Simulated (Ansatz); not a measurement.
Run this with the Ansatz DFT code, driven from Python and show what comes out.

The script, `ch4fsi_composite.py`:
```python
import itertools

import ansatz as az
from ase.data import atomic_numbers, covalent_radii
import numpy as np

system = (
    az.Crystal.molecule()
    .atom("C", (-0.8337, 0.2401, -0.5844))
    .atom("Si", (0.5628, -0.157, 0.3821))
    .atom("F", (0.5707, -1.7494, 0.4931))
    .atom("H", (-1.4469, -0.4926, -0.9702))
    .atom("H", (-1.093, 1.3164, -0.8186))
    .atom("H", (0.4722, 0.4572, 1.7356))
    .atom("H", (1.8291, 0.3173, -0.2833))
)

model = (
    system.calculation()
    .basis(gaussian="def2-SVP")
    .functional("b3lyp", dispersion="d3bj")
    .spin("collinear", total=1)
)
symbols = [site.symbol for site in system.cartesian_sites]
start = np.array([site.position_ang for site in system.cartesian_sites], dtype=float)
report = model.relax(force_tolerance=0.01, max_steps=100).run(threads=1, backend="cpu").report
end = np.array(report["positions_ang"])
radius = [covalent_radii[atomic_numbers[s]] for s in symbols]
span = lambda where, i, j: np.linalg.norm(where[i] - where[j])
bonded = [(i, j) for i, j in itertools.combinations(range(len(symbols)), 2) if min(span(start, i, j), span(end, i, j)) < 1.2 * (radius[i] + radius[j])]
print("pair        before    after (A)")
for i, j in bonded:
    print(f"{symbols[i]}{i}-{symbols[j]}{j}".ljust(10), f"{span(start, i, j):8.4f} {span(end, i, j):8.4f}")
for first, second in list(itertools.combinations(bonded, 2)):
    shared = set(first) & set(second)
    if shared and symbols[(j := shared.pop())] != "H":
        i, k = sorted((set(first) | set(second)) - {j})
        u, v = end[i] - end[j], end[k] - end[j]
        angle = np.degrees(np.arccos(np.clip(u @ v / np.linalg.norm(u) / np.linalg.norm(v), -1, 1)))
        print(f"final angle {symbols[i]}{i}-{symbols[j]}{j}-{symbols[k]}{k}: {angle:.2f} deg")

minimum = az.Crystal.molecule()
for symbol, place in zip(symbols, end):
    minimum = minimum.atom(symbol, place.tolist())
at_minimum = minimum.calculation().spin("collinear", total=1)
level = lambda method, basis: at_minimum.basis(gaussian=basis).correlation(method).run(threads=1, backend="cpu").report
small, large, cluster = level("mp2", "cc-pVDZ"), level("mp2", "cc-pVTZ"), level("ccsd_t", "cc-pVDZ")
corr = lambda each: (each["free_energy_ev"] - each["reference_energy_ev"]) / 27.211386246
mp2_limit = (27 * corr(large) - 8 * corr(small)) / 19
pieces = {"HF / cc-pVTZ": large["reference_energy_ev"] / 27.211386246, "MP2 correlation, DZ-TZ limit": mp2_limit, "CCSD(T) - MP2 / cc-pVDZ": corr(cluster) - corr(small)}
for name, value in pieces.items():
    print(f"{name:32s} {value:14.6f} Ha")
print(f"{'sum':32s} {sum(pieces.values()):14.6f} Ha")
print("T1 diagnostic", round(cluster["correlation"]["coupled_cluster"]["t1_diagnostic"], 4))
```

Running `python ch4fsi_composite.py` prints:
```text
pair        before    after (A)
C0-Si1       1.7441   1.8411
C0-H3        1.0304   1.0959
C0-H4        1.1316   1.0964
Si1-F2       1.5963   1.6306
Si1-H5       1.4891   1.4912
Si1-H6       1.5071   1.4914
final angle Si1-C0-H3: 122.49 deg
final angle Si1-C0-H4: 122.47 deg
final angle C0-Si1-F2: 108.82 deg
final angle C0-Si1-H5: 111.56 deg
final angle C0-Si1-H6: 111.63 deg
final angle H3-C0-H4: 115.04 deg
final angle F2-Si1-H5: 107.90 deg
final angle F2-Si1-H6: 107.79 deg
final angle H5-Si1-H6: 108.99 deg
HF / cc-pVTZ                        -428.659421 Ha
MP2 correlation, DZ-TZ limit          -0.568296 Ha
CCSD(T) - MP2 / cc-pVDZ               -0.045656 Ha
sum                                 -429.273373 Ha
T1 diagnostic 0.0116
```

Caveats:
- Total energies depend on the basis set; only differences at equal settings carry meaning.
- The sum leaves out core correlation, relativity, the Hartree-Fock basis error and zero-point energy; a DZ-TZ extrapolation is rough.
- The run takes the species as open-shell (spin multiplicity 2), which needn't be its ground state.
- b3lyp holds the VWN-RPA fit, as in Gaussian; the form of ORCA and Turbomole is b3lyp5.
- Inner cores stay frozen, so this is valence correlation.
- For Al to Cl the sets with a tight d function, cc-pV(X+d)Z, are usual.
- Finished in 25 s on 1 thread of Arm Neoverse V1 (shared host), peak memory 0.36 GiB.
